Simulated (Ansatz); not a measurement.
Two isomers of C3H6O2: A = `C=C(O)CO`, B = `O[C@@H]1C[C@@H]1O`.

Program: Ansatz. Geometries: PBE0-D4/def2-TZVP. ΔE: electronic, gas phase. CCSD(T)/CBS is the MP2 limit (def2-TZVPP, def2-QZVPP) plus CCSD(T) − MP2 in def2-TZVPP, frozen cores. Functionals use def2-TZVPP. B3LYP here is the variant with VWN-RPA as its local correlation; programs differ in this. Each species was taken in one conformer, which may not be the lowest.

A:

Z-matrix (Å, degrees):
```
C
O 1 1.419
C 1 1.500 2 111.1
H 1 1.094 2 105.1 3 118.4
H 1 1.094 2 112.3 3 -124.3
H 2 0.962 1 108.2 3 70.1
O 3 1.353 1 113.7 2 41.2
C 3 1.328 1 124.1 2 -140.8
H 7 0.967 3 106.9 1 -14.8
H 8 1.081 3 119.9 1 1.7
H 8 1.082 3 121.3 1 -176.9
```

B:

Z-matrix (Å, degrees):
```
C
C 1 1.504
C 1 1.492 2 60.2
O 1 1.396 2 119.0 3 102.1
H 1 1.086 2 119.0 3 -109.3
H 2 1.084 1 116.7 3 -105.2
H 2 1.083 1 118.5 3 109.4
O 3 1.384 1 117.9 2 110.0
H 3 1.084 1 118.6 2 -108.2
H 4 0.960 1 109.0 2 62.7
H 8 0.966 3 106.4 1 3.7
```

Which isomer does CCSD(T)/CBS put lower? Give the gap. (An estimate is asked.)

The calculation gave: A, by 60.8 kJ/mol.

Give E(B) − E(A) in kJ/mol with CCSD(T)/def2-TZVPP, MP2/def2-TZVPP, ωB97M-V, PBE-D4, B3LYP, B3LYP-D4, PBE0-D4. (An estimate is asked.)

Ansatz gave: CCSD(T)/def2-TZVPP 60.1, MP2/def2-TZVPP 53.0, ωB97M-V 54.1, PBE-D4 56.1, B3LYP 68.4, B3LYP-D4 68.5, PBE0-D4 48.0. None reverses the order clearly.

Largest T1 diagnostic: 0.012.

From PBE to PBE0 (25 % exact exchange), in def2-TZVPP and without D4, E(B) − E(A) moves by −8.2 kJ/mol. In def2-TZVPP, CCSD(T) changes the Hartree–Fock value by −7.7 kJ/mol (the triples alone add +2.1 kJ/mol) and MP2 by −14.8 kJ/mol.
